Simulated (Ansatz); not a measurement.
# H2O (triplet): the correlation ladder at distance H1–H2 along a hydrogen transfer = 0.976 Å, cc-pVDZ

Aim: climb from Hartree-Fock through coupled cluster and multireference methods for H2O (triplet) at one geometry and basis, and see what each rung misses.

Method: cc-pVDZ, core rule «outside noble gas», up to 1 orbitals frozen; program: Ansatz 0.2.0, Gaussian basis.

To be run: UHF; CCSD(T) on ROHF; CCSD(T) on UHF; BCCD(T) on ROHF; CISD; CCSDT(Q) on ROHF; CCSDT(Q) on UHF; CCSDTQ on ROHF; CCSDTQ on UHF; CASSCF and MRCISD+Q, 4 electrons in 4 orbitals; CASSCF and NEVPT2, 4 electrons in 4 orbitals; CASSCF and MRCISD+Q, 8 electrons in 6 orbitals; CASSCF and NEVPT2, 8 electrons in 6 orbitals; Full CI.

### Step 1. The system

The geometry derives from fragments relaxed apart (PBE0/def2-TZVP) and kept rigid, so it is no stationary point. A hydrogen atom is moved between rigid fragments.

3 atoms, charge 0, spin multiplicity 3.

Atoms are counted from 1 here; the program's logs count them from 0.

Bond lengths: H2–O3 0.990 Å.

### Step 2. UHF

The input, in.yaml:

```yaml
crystal:
  periodic: [false, false, false]
  atoms:
    - {symbol: H, position_ang: [0.000000, 0.000000, -0.980667]}
    - {symbol: H, position_ang: [0.000000, 0.000000, -0.004667]}
    - {symbol: O, position_ang: [0.000000, 0.000000, 0.985333]}
basis:
  gaussian: {orbitals: cc-pVDZ}
magnetization: {spin_polarized: true, initial_magnetization: 2}
hamiltonian: {xc: hf}
output: {orbitals: {seedname: orbitals}}
```

Command:

```
$ ansatz run in.yaml --threads 1 --pin off --events-out ev --progress --plain --max-ram 2816MiB --backend cpu
```

Further steps of the session: CCSD(T) on ROHF; CCSD(T) on UHF; BCCD(T) on ROHF; CISD; CCSDT(Q) on ROHF; CCSDT(Q) on UHF; CCSDTQ on ROHF; CCSDTQ on UHF; CASSCF and MRCISD+Q, 4 electrons in 4 orbitals; CASSCF and NEVPT2, 4 electrons in 4 orbitals; CASSCF and MRCISD+Q, 8 electrons in 6 orbitals; CASSCF and NEVPT2, 8 electrons in 6 orbitals; Full CI.

**Question.** What will the summary of the whole plan be? Wanted: FCI below the RHF energy; RMP2 from FCI; UMP2 from FCI; RCCSD from FCI; RCCSD(T) from FCI; UCCSD(T) from FCI; RCCSDT(Q) from FCI; UCCSDT(Q) from FCI; NEVPT2 pair from FCI.

As calculated:

```
                         quantity                                                                                                                 value
         FCI below the RHF energy                                                                                                            -5.0416 eV
                    RMP2 from FCI                                                                                                          +51.9 kJ/mol
                    UMP2 from FCI                                                                                                          +53.2 kJ/mol
                   RCCSD from FCI                                                                                                           +7.8 kJ/mol
                RCCSD(T) from FCI                                                                                                           +1.5 kJ/mol
                UCCSD(T) from FCI                                                                                                           +1.3 kJ/mol
               RCCSDT(Q) from FCI                                                                                                            0.0 kJ/mol
               UCCSDT(Q) from FCI                                                                                                           -0.1 kJ/mol
             NEVPT2 pair from FCI                                                                                                          +45.3 kJ/mol
           MRCISD+Q pair from FCI                                                                                                           +1.9 kJ/mol
          NEVPT2 valence from FCI                                                                                                          +66.9 kJ/mol
levels within 1 kcal/mol (43 meV)  RCCSD(T), UCCSD(T), BCCD(T), RCCSDT, UCCSDT, RCCSDT(Q), UCCSDT(Q), RCCSDTQ, UCCSDTQ, MRCISD+Q pair, MRCISD+Q valence
                    T1 diagnostic                                                                                                                 0.025
   effectively unpaired electrons                                                                                                                  2.02
```

**Reading.** RCCSD(T) lands +1.5 kJ/mol from the yardstick (0.3 % of the correlation energy). One determinant dominates. Of the multireference levels listed MRCISD+Q valence comes nearest in total energy (+1.3 kJ/mol), which doesn't show that its space is the better one. These misses are within one basis, not against nature; the frozen cores of restricted and unrestricted runs differ, which can shift their rows.
